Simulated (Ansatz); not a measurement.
**B–CH–Cl⁺, triplet: the ladder up to UCCSDT(Q)**

Geometry: that of the B–CH–Cl, quartet, kept fixed.

```xyz
4

B     0.0000   -0.4495    1.9288
C     0.0000    0.4656    0.7691
Cl    0.0000   -0.0648   -0.8713
H     0.0000    1.5530    0.7950
```

Basis cc-pVDZ; Ansatz 0.2.0. Correlated methods freeze the noble-gas cores, which leaves 14 electrons in 44 orbitals. R marks a restricted (for open shells ROHF) determinant, U an unrestricted one. Active spaces: frontier = (10e, 10o) about the gap.

Full CI isn't at hand for all of this; UCCSDT(Q) serves as the reference, and is uncertain by about the last step of the cluster series. The frozen core follows each run's orbitals, which can shift R against U totals by a few meV.

For open shells CISD is restricted-active-space CI with the open shells as a complete middle space.

The UHF ⟨S²⟩ is 2.008 and the T1 diagnostic (RCCSD) is 0.0348. The largest doubles amplitude (RCCSD) is 0.033 and the T1 diagnostic (UCCSD) is 0.0325.

```tsv
level	E − E(RHF) (eV)
UHF	-0.0721
RMP2	-7.6698
UMP2	-7.6638
RCCSD	-8.5611
UCCSD	-8.5636
RCCSD(T)	-8.8627
UCCSD(T)	-8.8622
```

(1) Estimate how far UCCSDT(Q) in cc-pVDZ lies from RCCSD(T). The table doesn't fix it; the size of (T) and the diagnostics are the guide.

(1) UCCSDT(Q) in cc-pVDZ lies 6.0 kJ/mol below RCCSD(T), which is 21 % of the (T) step (-29.1 kJ/mol). T1 is raised, but (T) still catches most of what CCSD lacks. The miss exceeds 1 kcal/mol.

The other levels:

```
                  level  E − E(UCCSDT(Q)) (kJ/mol)  share of correlation (%)  wall time
                   CISD                      111.6                     87.04        7 s
                BCCD(T)                        5.9                     99.32      4.5 s
                 RCCSDT                        2.5                     99.71          –
                 UCCSDT                        2.5                     99.71          –
              RCCSDT(Q)                        0.5                     99.94       59 s
CASSCF (frontier space)                      619.7                     28.03          –
NEVPT2 (frontier space)                      116.9                     86.43       15 s
```

The correlation energy at UCCSDT(Q), counted from RHF, is -8.925 eV. That run took 52 s on 1 thread of Intel Xeon Platinum 8488C, shared host.

Times hold each run's SCF and search for its determinant on a shared host, so for small cases they say little of a method's own cost; they ran on 1 thread of Intel Xeon Platinum 8488C.
